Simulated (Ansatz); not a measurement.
# The standard entropy of N2H4 (hydrazine) from a frequency calculation

A singlet with charge 0, relaxed at wB97M-V/def2-TZVPD (Ansatz 0.2.0):

```xyz
6

N    -0.1381   -0.7069    0.1991
N     0.4523    0.5883    0.0885
H    -1.0737   -0.7351   -0.1898
H     0.4384   -1.3558   -0.3184
H     0.0944    1.1049   -0.7068
H     0.2268    1.1046    0.9274
```

Harmonic wavenumbers in cm⁻¹: 437, 822, 972, 1132, 1300, 1328, 1670, 1683, 3489, 3497, 3585, 3590.

Masses in u: N 14.007, H 1.008. Take T = 298.15 K, p = 1 bar, R = 8.3145 J/(mol K), kT/hc = 207.22 cm⁻¹, rigid rotor and harmonic oscillator.

Question: Work out S° at 298 K.

Answer: 
1. Translation (Sackur–Tetrode): S = R[3/2 ln M + 5/2 ln T − 1.1517] with M = 32.046 gives 152.1 J/(mol K).
2. Rotation: principal moments 3.469, 20.660, 20.666 u Å² give A, B, C = 4.8594, 0.816, 0.8157 cm⁻¹; the symmetry number is σ = 2; q = (√π/σ)√((kT/hc)³/ABC) = 1470; S = R(ln q + 3/2) = 73.1.
3. Vibration: with u = ν̃/207.22, each mode gives R[u/(eᵘ − 1) − ln(1 − e⁻ᵘ)]; the sum is 5.2, most from 437 cm⁻¹ (3.5), 822 cm⁻¹ (0.8), 972 cm⁻¹ (0.4).
4. Electronic: R ln 1 = 0.0, from the spin multiplicity alone.
5. Sum: 152.1 + 73.1 + 5.2 + 0.0 = 230.4 J/(mol K).

No measured value is set beside it here.
